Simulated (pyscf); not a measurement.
PySCF, gas phase, ωB97X-D3(BJ)/def2-SVP geometries.

**Question.** How much does it cost (ΔH, 298 K, ωB97M-D3(BJ)/def2-TZVP) to split O=In–Cl at its Cl–In bond into [O=In]• + Cl•?

**Answer.** Cl–In to [O=In]• + Cl•: 307.1 kJ/mol. The 7 functionals that were run give +291.4 (B3LYP-D3(BJ)) to +329.9 kJ/mol (ωB97X-D3(BJ)). The radicals are drawn with the spin at the cut bond; how far it spreads was not checked. Left out: the spin-orbit lowering of Cl. The term symbol of open-shell O=In was not checked; spin-orbit terms are left out. Elements past Kr carry the def2 core potentials, without spin-orbit coupling.
